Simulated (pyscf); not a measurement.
hydrogen fluoride (HF) + H₃Si–O–SiH₂–Cl → F–SiH₂–O–SiH₃ + hydrogen chloride (HCl) (four-centre exchange; singlet surface; F–H, Cl–Si broken, F–Si, Cl–H formed). Optimised with ωB97X-D3(BJ)/def2-SVP in PySCF. Energies in kcal/mol from the separated reactants.

```tsv
level	barrier	reaction energy
ωB97X-D3(BJ)/def2-TZVP	24.2	-8.7
PBE/def2-TZVP	18.0	-10.5
r²SCAN/def2-TZVP	19.7	-11.4
B3LYP-D3(BJ)/def2-TZVP	…	…
PBE0-D3(BJ)/def2-TZVP	21.6	-9.1
HF/def2-TZVP	…	-14.1
```

Some entries are withheld; supply them.


- B3LYP-D3(BJ)/def2-TZVP, barrier: 22.7
- B3LYP-D3(BJ)/def2-TZVP, reaction energy: -11.3
- HF/def2-TZVP, barrier: 39.8

The functionals in the table span 6.2 kcal/mol in this barrier, from PBE to ωB97X-D3(BJ)/def2-TZVP. On the reactant side the descent ends in a complex, 5.1 kcal/mol under the separated species and 29.3 kcal/mol under the saddle at ωB97X-D3(BJ)/def2-TZVP. This is the saddle that the search found; another between the same sides may lie lower.
